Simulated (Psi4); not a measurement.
**SiH2F2 (SiF2H2) at AQCC/aug-cc-pVDZ (density fitting)**

What is the energy change on altering one bond length of SiH2F2 (SiF2H2) at AQCC/aug-cc-pVDZ (density fitting)? 

The results are computed with Psi4 1.11.

### 1 The molecule

The species is SiH2F2 (5 atoms), meant as a singlet with charge 0. SMILES: `[H][Si]([H])(F)F`. Geometry: relaxed at GFN2-xTB.

Bond lengths: Si1–F2 1.594 Å, Si1–F3 1.594 Å, Si1–H4 1.442 Å, Si1–H5 1.443 Å. Angles: F2–Si1–F3 103.0°, F2–Si1–H4 107.9°, F2–Si1–H5 107.9°, F3–Si1–H4 107.9°, F3–Si1–H5 108.0°, H4–Si1–H5 120.8°.

### 2 The energy at AQCC/aug-cc-pVDZ (density fitting)

File f2h2si.dat:

```
memory 1600 MB

molecule {
  0 1
  Si
  F 1 R2
  F 1 R3 2 A3
  H 1 R4 3 A4 2 D4
  H 1 R5 4 A5 2 D5

  R2 = 1.594086
  R3 = 1.593871
  A3 = 102.98884
  R4 = 1.442356
  A4 = 107.94831
  D4 = 113.95169
  R5 = 1.442934
  A5 = 120.75254
  D5 = 124.58347
}

set globals {
  basis aug-cc-pVDZ
  reference rhf
  freeze_core true
}

E, wfn = energy('aqcc', return_wfn=True)
```

Command:

```bash
$ psi4 f2h2si.dat f2h2si.out -n 1
```

f2h2si.out:

```text
[...]
  Running in c1 symmetry.
[...]
  Nuclear repulsion =  119.076701873611711
[...]
  Multiplicity = 1
[...]
  Nalpha       = 17
  Nbeta        = 17
[...]
    Number of basis functions: 91
[...]
   @RHF iter   1:  -489.04927426920909   -7.46701e-01   4.58426e-03 DIIS/ADIIS
[...]
   @RHF iter  10:  -489.11604447098784   -2.44427e-12   3.83957e-09 DIIS
[...]
    Orbital Energies [Eh]
    ---------------------
    Doubly Occupied:
       1A    -68.884827     2A    -26.307174     3A    -26.306997
       4A     -6.222478     5A     -4.330636     6A     -4.329589
       7A     -4.328143     8A     -1.613980     9A     -1.592109
      10A     -0.810135    11A     -0.715096    12A     -0.701126
      13A     -0.697675    14A     -0.659202    15A     -0.639756
      16A     -0.600858    17A     -0.513239
[...]
  @RHF Final Energy:  -489.11604447098784
   => Energetics <=
    Nuclear Repulsion Energy =            119.0767018736117109
    One-Electron Energy =                -917.8794536902556729
    Two-Electron Energy =                 309.6867073456561457
    Total Energy =                       -489.1160444709878448
[...]
 Multipole Moments:
 ------------------------------------------------------------------------------------
     Multipole            Electronic (a.u.)      Nuclear  (a.u.)        Total (a.u.)
 ------------------------------------------------------------------------------------
 L = 1.  Multiply by 2.5417464519 to convert [e a0] to [Debye]
 Dipole X            :         -0.0000950            0.0001373            0.0000423
 Dipole Y            :          1.8073602           -2.5168927           -0.7095324
 Dipole Z            :          1.4337328           -1.9999457           -0.5662129
 Magnitude           :                                                    0.9077628
[...]
      * SCS-MP2 total energy:                 -489.617403812304
[...]
      * MP2 total energy:                     -489.628623900774
[...]
```

Run time: 9 s. Hardware: 1 thread of Intel Xeon 6975P-C (Granite Rapids), shared host; peak memory 0.66 GiB.

### 3 The distorted shape at the same level

File f2h2si.dat:

```
memory 1600 MB

molecule m {
  0 1
  Si
  F 1 1.594086
  F 1 1.593871 2 102.98884
  H 1 2.8847 3 107.9483 2 113.95169
  H 1 1.442934 3 107.97198 2 -113.97102
  units angstrom
}

set basis aug-cc-pVDZ
set reference rhf
set freeze_core true

e = energy("aqcc")
```

Command:

```bash
$ psi4 -n 1 f2h2si.dat f2h2si.out
```

f2h2si.out:

```text
[...]
  Running in c1 symmetry.
[...]
  Nuclear repulsion =  115.132862794567885
[...]
  Multiplicity = 1
[...]
  Nalpha       = 17
  Nbeta        = 17
[...]
    Number of basis functions: 91
[...]
   @RHF iter   1:  -488.87182899112230   -8.31332e-01   4.62301e-03 ADIIS/DIIS
[...]
   @RHF iter  11:  -488.94215742822536   -1.47793e-12   2.37963e-09 DIIS
[...]
    Orbital Energies [Eh]
    ---------------------
    Doubly Occupied:
       1A    -68.963343     2A    -26.341314     3A    -26.341163
       4A     -6.291257     5A     -4.399264     6A     -4.398339
       7A     -4.397056     8A     -1.644783     9A     -1.622716
      10A     -0.829674    11A     -0.743793    12A     -0.730188
      13A     -0.715083    14A     -0.686118    15A     -0.669792
      16A     -0.604084    17A     -0.351458
[...]
  @RHF Final Energy:  -488.94215742822536
   => Energetics <=
    Nuclear Repulsion Energy =            115.1328627945678846
    One-Electron Energy =                -908.6911909577586357
    Two-Electron Energy =                 304.6161707349653511
    Total Energy =                       -488.9421574282253573
[...]
 Multipole Moments:
 ------------------------------------------------------------------------------------
     Multipole            Electronic (a.u.)      Nuclear  (a.u.)        Total (a.u.)
 ------------------------------------------------------------------------------------
 L = 1.  Multiply by 2.5417464519 to convert [e a0] to [Debye]
 Dipole X            :          1.9568869           -1.1752570            0.7816299
 Dipole Y            :          2.7230544           -3.0401997           -0.3171453
 Dipole Z            :          2.1609765           -2.4150804           -0.2541040
 Magnitude           :                                                    0.8809627
[...]
      * SCS-MP2 total energy:                 -489.466922904050
[...]
      * MP2 total energy:                     -489.475704882736
[...]
```

It took 9.3 s on 1 thread of Intel Xeon 6975P-C (Granite Rapids), shared host; peak memory 0.74 GiB.

### 4 Summary of results

Level: AQCC/aug-cc-pVDZ (density fitting), 7 core orbitals frozen.

| quantity | value |
| --- | --- |
| first shape: total energy | -489.64131 Eh |
| first shape: HOMO energy (Hartree–Fock orbitals) | -13.97 eV |
| first shape: LUMO energy (Hartree–Fock orbitals) | 1.17 eV |
| first shape: HOMO–LUMO gap (Hartree–Fock orbitals) | 15.14 eV |
| first shape: correlation energy (7 core orbitals frozen) | -525.3 mEh |
| distorted shape: total energy | -489.50463 Eh |
| distorted shape: HOMO energy (Hartree–Fock orbitals) | -9.56 eV |
| distorted shape: LUMO energy (Hartree–Fock orbitals) | -0.82 eV |
| distorted shape: HOMO–LUMO gap (Hartree–Fock orbitals) | 8.74 eV |
| distorted shape: correlation energy (7 core orbitals frozen) | -562.5 mEh |
| energy change with the Si1–H4 bond stretched from 1.442 to 2.885 Å | 3.719 eV |

One bond (distorted shape) is far stretched, which a spin-restricted single reference describes badly; a broken-symmetry solution may lie lower. With the Si1–H4 bond stretched from 1.442 to 2.885 Å the energy rises by 3.72 eV (359 kJ/mol). The first shape isn't relaxed at this level, so the change isn't measured from a minimum. A restricted reference can't describe the breaking bond well at this length.
